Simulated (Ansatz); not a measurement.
Basis sets over 8 cases of the harmonic zero-point energy at HF with Ansatz (Al to Cl present), each against its own reference: (a) the value in aug-pcseg-2; (b) the value in aug-pcseg-3; (c) the value in def2-QZVPPD; (d) the value in pcseg-3 (pcseg sets are built for DFT). By their distance from other large sets or by the extrapolation step the references are unsure by up to roughly 0.02 kcal/mol and lie short of the limit. Each level at its own minimum, unscaled; unrestricted open shells; no added dispersion term; no relativity. Cartesian d functions in some cases of 6-31G*, 6-31G**, 6-311G**, 6-311+G**. (X+d) sets on Al to Cl for cc-pVXZ and aug-cc-pVXZ. 

Cases are drawn at random; left out are references unsure by over 0.033 kcal/mol, runs with very soft modes, doubtful singlets, and cases whose largest runs show a restricted determinant unstable towards unrestricted orbitals, <S^2> over 0.1 too high or, where CCSD(T) ran, T1 over 0.025 (0.045 for open shells). Sets are drawn from those converged to one state in every case.

Cases (SMILES) and reference values:
- [Al]([F])[F], doublet: 2.93 kcal/mol (a)
- [PH2] (PH2), doublet: 8.93 kcal/mol (c)
- Cl[Si](Cl)(Cl)Cl: 4.80 kcal/mol (b)
- [B](Cl)Cl, doublet: 2.91 kcal/mol (a)
- [Al]([Cl])[Cl], doublet: 1.76 kcal/mol (a)
- [SiH3] (SiH3), doublet: 14.07 kcal/mol (a)
- [SiH]=O (O-SiH), doublet: 5.97 kcal/mol (d)
- P (PH3): 15.96 kcal/mol (a)

```
basis              functions over def2-SVP (largest species, mean of cases)  mean signed deviation (kcal/mol)  mean absolute  largest  within 0.1 kcal/mol
-----------------  --------------------------------------------------------  --------------------------------  -------------  -------  -------------------
STO-3G                                                                  0.4                              1.34           1.34     3.68               0 of 8
6-31G                                                                   0.7                             -0.40           0.40     0.81               0 of 8
pcseg-0                                                                 0.7                             -0.49           0.51     0.87               1 of 8
3-21G                                                                   0.7                             -0.35           0.37     0.67               1 of 8
6-31G*                                                                  0.9                              0.15           0.15     0.47               4 of 8
pcseg-1                                                                 1.0                              0.08           0.11     0.31               5 of 8
def2-SVP                                                                1.0                              0.03           0.04     0.08               8 of 8
6-31G**                                                                 1.0                              0.10           0.10     0.28               4 of 8
cc-pVDZ                                                                 1.2                             -0.03           0.05     0.13               6 of 8
6-311G**                                                                1.4                              0.03           0.05     0.12               7 of 8
def2-SVPD                                                               1.5                             -0.02           0.05     0.10               7 of 8
aug-pcseg-1                                                             1.6                              0.01           0.07     0.17               5 of 8
6-311+G**                                                               1.6                              0.02           0.06     0.12               7 of 8
aug-cc-pVDZ                                                             1.8                             -0.06           0.06     0.13               7 of 8
def2-TZVP                                                               1.9                              0.00           0.01     0.03               8 of 8
def2-TZVPP                                                              2.4                              0.00           0.01     0.02               8 of 8
def2-TZVPD                                                              2.4                              0.00           0.01     0.02               8 of 8
6-311++G(3df,3pd)                                                       2.8                              0.00           0.02     0.06               8 of 8
def2-TZVPPD                                                             2.9                             -0.01           0.01     0.03               8 of 8
aug-cc-pVTZ                                                             3.4                             -0.02           0.02     0.03               8 of 8
```

Among the sets for which every case ran a larger relative (same family, alike in diffuse functions, listed or not), the smallest listed that holds all cases within 0.1 kcal/mol together with them is def2-SVP, at 1.0 times the functions of def2-SVP. Inside, though some case ran no larger relative to test it: def2-TZVPP, 6-311++G(3df,3pd), def2-TZVPPD, aug-cc-pVTZ. Largest deviations of relatives not listed, over the cases that ran them: def2-QZVPP 0.01, def2-QZVP 0.01, def2-QZVPPD 0.00, aug-cc-pVQZ 0.00 kcal/mol. A case lies within its reference's uncertainty of the window's edge in pcseg-0, 3-21G, 6-31G*, pcseg-1, def2-SVP, 6-31G**, cc-pVDZ, 6-311G**, def2-SVPD, aug-pcseg-1, 6-311+G**, aug-cc-pVDZ. These figures hold for the cases listed.

Ansatz is a program for electronic structure.
